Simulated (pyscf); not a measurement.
O=CH–OH + BH₃ → H₂B–OH + H₂C=O (four-centre exchange; singlet surface; C–O, B–H broken, B–O, C–H formed). PySCF, gas phase, ωB97X-D3(BJ)/def2-SVP geometries. MP2 and CC: frozen core, UHF for open shells. ΔMP2 is the change of the MP2 total energy from the triple- to the quadruple-zeta basis. Energies in kcal/mol from the separated reactants.

```
level                                barrier  reaction energy
--------------------------------  ----------  ---------------
ωB97X-D3(BJ)/def2-TZVP            (withheld)            -24.6
r²SCAN/def2-TZVP                         1.7            -24.1
PBE0-D3(BJ)/def2-TZVP                    3.7            -24.5
M06-2X/def2-TZVP                         8.4            -25.9
ωB97M-D3(BJ)/def2-TZVP                   9.2            -26.0
HF/def2-TZVP                            34.5            -24.1
CCSD(T)/def2-TZVPP + ΔMP2(QZVPP)  (withheld)       (withheld)
```

**Question.** Some entries are withheld; supply them.

**Answer.** 
- ωB97X-D3(BJ)/def2-TZVP, barrier: 10.2
- CCSD(T)/def2-TZVPP + ΔMP2(QZVPP), barrier: 10.3
- CCSD(T)/def2-TZVPP + ΔMP2(QZVPP), reaction energy: -27.1

Of the functionals in the table, ωB97X-D3(BJ) is closest to CCSD(T)/def2-TZVPP + ΔMP2(QZVPP) in the barrier (0.1 kcal/mol apart) and r²SCAN least close (8.6 kcal/mol); that level has limits of its own. On the reactant side the descent ends in an adduct with a B–O contact, 8.8 kcal/mol under the separated species and 19.0 kcal/mol under the saddle at ωB97X-D3(BJ)/def2-TZVP. On the product side the descent ends in a complex (not fully relaxed), 6.3 kcal/mol under the separated species and 41.1 kcal/mol under the saddle at ωB97X-D3(BJ)/def2-TZVP. What is counted as formed (B–O) is already present as a longer contact in the reactant adduct; forming that adduct is a step of its own. The products may also form a dative adduct at H₂B–OH; it and routes through it were not searched. One saddle was located; it need not be the lowest between these sides. The CCSD(T) − MP2 part came from Ansatz, without density fitting, on the same reference.
